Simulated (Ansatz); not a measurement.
C2H7NO2 can be A, `NCC(O)O`, or B, `NCOCO`.

Program: Ansatz. Geometries: PBE0-D4/def2-TZVP. ΔE: electronic, gas phase. CCSD(T)/CBS is the MP2 limit (def2-TZVPP, def2-QZVPP) plus CCSD(T) − MP2 in def2-TZVPP, frozen cores. DFT in def2-TZVPP. B3LYP here is the variant with VWN-RPA as its local correlation; programs differ in this. Each species was taken in one conformer, which may not be the lowest.

Q: Which is lower in electronic energy at CCSD(T)/CBS, and by how much? (Best estimate.)

A: Ansatz gave: A, by 16.2 kcal/mol.

Q: Give E(B) − E(A) in kcal/mol with B3LYP, CCSD/def2-TZVPP, MP2/def2-TZVPP, ωB97M-V, CCSD(T)/def2-TZVPP, PBE0-D4, r2SCAN-D4. (Best estimate.)

A: Computed: B3LYP 13.4, CCSD/def2-TZVPP 15.4, MP2/def2-TZVPP 16.8, ωB97M-V 15.8, CCSD(T)/def2-TZVPP 15.7, PBE0-D4 15.5, r2SCAN-D4 15.3. None reverses the order clearly.

Largest T1 diagnostic: 0.011.

In def2-TZVPP, CCSD(T) changes the Hartree–Fock value by +3.6 kcal/mol (the triples alone add +0.3 kcal/mol) and MP2 by +4.6 kcal/mol.
